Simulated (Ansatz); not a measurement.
# Molecular dynamics of BF2H

The input (input.yaml):

```yaml
crystal:
  periodic: [false, false, false]
  atoms:
    - { symbol: B, position_ang: [0.005057, 0.0, -0.002923] }
    - { symbol: F, position_ang: [-0.017551, 0.0, 1.311982] }
    - { symbol: H, position_ang: [1.044886, 0.0, -0.603268] }
    - { symbol: F, position_ang: [-1.144992, 0.0, -0.640791] }
basis:
  gaussian: { orbitals: def2-SVP }
hamiltonian:
  xc: b3lyp
  dispersion: d4
md:
  timestep: 0.5
  n_steps: 250
  ensemble: nve
  temperature: 300.0
  initial_velocities: maxwell_boltzmann
  seed: 876703
```

Launched with:

```bash
$ ansatz run input.yaml --threads 1 --pin off --max-ram 2048MiB --backend cpu --events-out ev --progress --plain --runs-dir out
```

It starts from a relaxed structure.

Output, in part (one step line in 9, the closing report, with atoms numbered from 0):

```
md step     0: t =     0.00 fs  T =   300.0 K  F+E_penalty+E_count = -6124.74655456 eV  E_kin = 0.077556 eV  conserved = -6124.66899856 eV  (22 SCF iters)
md step     9: t =     4.50 fs  T =   108.1 K  F+E_penalty+E_count = -6124.69676601 eV  E_kin = 0.027953 eV  conserved = -6124.66881324 eV  (20 SCF iters)
md step    18: t =     9.00 fs  T =   100.4 K  F+E_penalty+E_count = -6124.69480436 eV  E_kin = 0.025953 eV  conserved = -6124.66885099 eV  (20 SCF iters)
md step    27: t =    13.50 fs  T =   189.3 K  F+E_penalty+E_count = -6124.71785735 eV  E_kin = 0.048935 eV  conserved = -6124.66892191 eV  (21 SCF iters)
md step    36: t =    18.00 fs  T =   106.7 K  F+E_penalty+E_count = -6124.69642984 eV  E_kin = 0.027597 eV  conserved = -6124.66883311 eV  (20 SCF iters)
md step    45: t =    22.50 fs  T =   131.1 K  F+E_penalty+E_count = -6124.70277628 eV  E_kin = 0.033887 eV  conserved = -6124.66888900 eV  (20 SCF iters)
md step    54: t =    27.00 fs  T =   148.1 K  F+E_penalty+E_count = -6124.70712492 eV  E_kin = 0.038285 eV  conserved = -6124.66883996 eV  (19 SCF iters)
md step    63: t =    31.50 fs  T =   248.5 K  F+E_penalty+E_count = -6124.73317469 eV  E_kin = 0.064243 eV  conserved = -6124.66893195 eV  (20 SCF iters)
md step    72: t =    36.00 fs  T =   136.8 K  F+E_penalty+E_count = -6124.70423407 eV  E_kin = 0.035368 eV  conserved = -6124.66886560 eV  (21 SCF iters)
md step    81: t =    40.50 fs  T =    66.1 K  F+E_penalty+E_count = -6124.68588958 eV  E_kin = 0.017087 eV  conserved = -6124.66880233 eV  (20 SCF iters)
md step    90: t =    45.00 fs  T =   229.9 K  F+E_penalty+E_count = -6124.72840667 eV  E_kin = 0.059439 eV  conserved = -6124.66896739 eV  (22 SCF iters)
md step    99: t =    49.50 fs  T =    82.5 K  F+E_penalty+E_count = -6124.69016346 eV  E_kin = 0.021340 eV  conserved = -6124.66882316 eV  (20 SCF iters)
md step   108: t =    54.00 fs  T =    93.7 K  F+E_penalty+E_count = -6124.69305392 eV  E_kin = 0.024226 eV  conserved = -6124.66882796 eV  (21 SCF iters)
md step   117: t =    58.50 fs  T =   261.7 K  F+E_penalty+E_count = -6124.73660168 eV  E_kin = 0.067643 eV  conserved = -6124.66895851 eV  (23 SCF iters)
md step   126: t =    63.00 fs  T =   152.2 K  F+E_penalty+E_count = -6124.70817722 eV  E_kin = 0.039347 eV  conserved = -6124.66882978 eV  (20 SCF iters)
md step   135: t =    67.50 fs  T =   139.2 K  F+E_penalty+E_count = -6124.70486912 eV  E_kin = 0.035983 eV  conserved = -6124.66888570 eV  (20 SCF iters)
md step   144: t =    72.00 fs  T =   124.0 K  F+E_penalty+E_count = -6124.70091490 eV  E_kin = 0.032062 eV  conserved = -6124.66885338 eV  (20 SCF iters)
md step   153: t =    76.50 fs  T =   165.0 K  F+E_penalty+E_count = -6124.71155807 eV  E_kin = 0.042661 eV  conserved = -6124.66889737 eV  (19 SCF iters)
md step   162: t =    81.00 fs  T =   119.3 K  F+E_penalty+E_count = -6124.69972613 eV  E_kin = 0.030848 eV  conserved = -6124.66887780 eV  (20 SCF iters)
md step   171: t =    85.50 fs  T =    80.0 K  F+E_penalty+E_count = -6124.68948567 eV  E_kin = 0.020693 eV  conserved = -6124.66879230 eV  (20 SCF iters)
md step   180: t =    90.00 fs  T =   287.9 K  F+E_penalty+E_count = -6124.74342059 eV  E_kin = 0.074425 eV  conserved = -6124.66899569 eV  (23 SCF iters)
md step   189: t =    94.50 fs  T =   148.1 K  F+E_penalty+E_count = -6124.70714715 eV  E_kin = 0.038299 eV  conserved = -6124.66884776 eV  (20 SCF iters)
md step   198: t =    99.00 fs  T =    73.6 K  F+E_penalty+E_count = -6124.68782370 eV  E_kin = 0.019026 eV  conserved = -6124.66879772 eV  (20 SCF iters)
md step   207: t =   103.50 fs  T =   215.6 K  F+E_penalty+E_count = -6124.72471829 eV  E_kin = 0.055736 eV  conserved = -6124.66898261 eV  (22 SCF iters)
md step   216: t =   108.00 fs  T =   106.6 K  F+E_penalty+E_count = -6124.69641787 eV  E_kin = 0.027563 eV  conserved = -6124.66885536 eV  (20 SCF iters)
md step   225: t =   112.50 fs  T =    99.8 K  F+E_penalty+E_count = -6124.69463582 eV  E_kin = 0.025804 eV  conserved = -6124.66883214 eV  (20 SCF iters)
md step   234: t =   117.00 fs  T =   165.5 K  F+E_penalty+E_count = -6124.71167105 eV  E_kin = 0.042785 eV  conserved = -6124.66888601 eV  (20 SCF iters)
md step   243: t =   121.50 fs  T =   225.5 K  F+E_penalty+E_count = -6124.72726271 eV  E_kin = 0.058308 eV  conserved = -6124.66895486 eV  (21 SCF iters)
md step   250: t =   125.00 fs  T =   186.3 K  F+E_penalty+E_count = -6124.71704692 eV  E_kin = 0.048174 eV  conserved = -6124.66887316 eV  (22 SCF iters)
Total energy: -6124.71720562 eV, -225.0792058240 hartree
Atom 0 at     0.015087     0.000312    -0.005910 Å, force    -0.706950    -0.017176     0.283133 eV/Å
Atom 1 at    -0.020348    -0.000406     1.303326 Å, force    -0.102013     0.006080     0.416001 eV/Å
Atom 2 at     1.077197    -0.002749    -0.517321 Å, force     0.314283     0.005515    -0.630958 eV/Å
Atom 3 at    -1.149616     0.000374    -0.634996 Å, force     0.494680     0.005581    -0.068176 eV/Å
Dipole moment:     0.154954     0.000688    -0.089435 e Å
```

The run went to its last step. The conserved energy stayed within 0.058 meV per atom of its start (net change 0.032 meV per atom), so the integration is sound. Over the second half the temperature averaged 0.50 of the 300 K drawn at the start: a run that starts near a minimum puts about half its kinetic energy into the potential. A run of 0.12 ps of so small a system gives no equilibrium averages.

The same pairs are bonded in the first frame and the last. Pairs count as bonded within 1.25 times the sum of covalent radii (0.12 Å more for H–H).

Last frame:

```xyz
4
Properties=species:S:1:pos:R:3
B 0.015 0.000 -0.006
F -0.020 0.000 1.303
H 1.077 -0.003 -0.517
F -1.150 0.000 -0.635
```

Time of the run: 2.7 min on 1 thread of AMD EPYC 7R43 64-Core Processor (Zen 3), with other jobs on the host, peak memory 0.1 GiB.
